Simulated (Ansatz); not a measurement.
Molecule: CH₃F, charge 0, multiplicity 1. 
Geometry from a B3LYP-D3(BJ)/def2-TZVP (Ansatz, an electronic-structure program) optimisation:
SMILES: CF
```xyz
5

C     -0.6251     0.0987     0.0634
F      0.7404    -0.1169    -0.0750
H     -0.8995    -0.0428     1.1096
H     -0.8540     1.1182    -0.2499
H     -1.1596    -0.6155    -0.5645
```
Charge 0, spin multiplicity 1.

Property: vertical ionisation energy (to the doublet state of charge +1; each state is the SCF solution reached for its spin; the molecule has degenerate orbitals, so one determinant may break the symmetry; for the doublet T1 is 0.065), in eV. Cores are frozen in the correlated levels unless marked. UHF or UKS for open shells. No spin-orbit coupling. Non-relativistic. Basis-set limits of correlation are two-point, X^-3; Hartree-Fock from the larger set. [CCSD(T)-MP2]/basis is that difference in the basis named.

```json
[
 {"level": "HF/aug-cc-pVDZ", "program": "Ansatz", "vertical ionisation energy (eV)": "12.40"},
 {"level": "HF/aug-cc-pVTZ", "program": "Ansatz", "vertical ionisation energy (eV)": "12.34"}
]
```

Q: What does RI-MP2/CBS(aug-cc-pVTZ,aug-cc-pVQZ)+[CCSD(T)-MP2]/aug-cc-pVTZ (Ansatz) give?

A: 13.52 eV
